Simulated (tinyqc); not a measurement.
Worked calculation: ROHF in the sto-3g basis, for CH2, spin multiplicity 3. One step of it, computed by the program tinyqc.

Question. Orthogonalisation. S = U s U^T; symmetric (Loewdin) form X = U s^(-1/2) U^T, so that X^T S X = 1.

overlap S, order 1C 1s, 1C 2s, 1C 2px, 1C 2py, 1C 2pz, 2H 1s, 3H 1s:
```
[[1.000000, 0.248362, 0.000000, 0.000000, 0.000000, 0.026095, 0.026095],
 [0.248362, 1.000000, 0.000000, 0.000000, 0.000000, 0.297821, 0.297821],
 [0.000000, 0.000000, 1.000000, 0.000000, 0.000000, 0.000000, 0.000000],
 [0.000000, 0.000000, 0.000000, 1.000000, 0.000000, 0.291025, -0.291025],
 [0.000000, 0.000000, 0.000000, 0.000000, 1.000000, 0.140571, 0.140571],
 [0.026095, 0.297821, 0.000000, 0.291025, 0.140571, 1.000000, 0.037171],
 [0.026095, 0.297821, 0.000000, -0.291025, 0.140571, 0.037171, 1.000000]]
```

Give: eigenvalues of S; X.

Answer.

eigenvalues of S: [0.5096, 0.5694, 0.8932, 1.0000, 1.0847, 1.3934, 1.5497]

X, order 1C 1s, 1C 2s, 1C 2px, 1C 2py, 1C 2pz, 2H 1s, 3H 1s:
```
[[1.0257, -0.1394, 0.0000, 0.0000, -0.0047, 0.0182, 0.0182],
 [-0.1394, 1.1055, 0.0000, 0.0000, 0.0373, -0.1722, -0.1722],
 [0.0000, 0.0000, 1.0000, 0.0000, 0.0000, 0.0000, 0.0000],
 [0.0000, 0.0000, 0.0000, 1.0754, 0.0000, -0.1688, 0.1688],
 [-0.0047, 0.0373, 0.0000, 0.0000, 1.0171, -0.0793, -0.0793],
 [0.0182, -0.1722, 0.0000, -0.1688, -0.0793, 1.0856, -0.0114],
 [0.0182, -0.1722, 0.0000, 0.1688, -0.0793, -0.0114, 1.0856]]
```
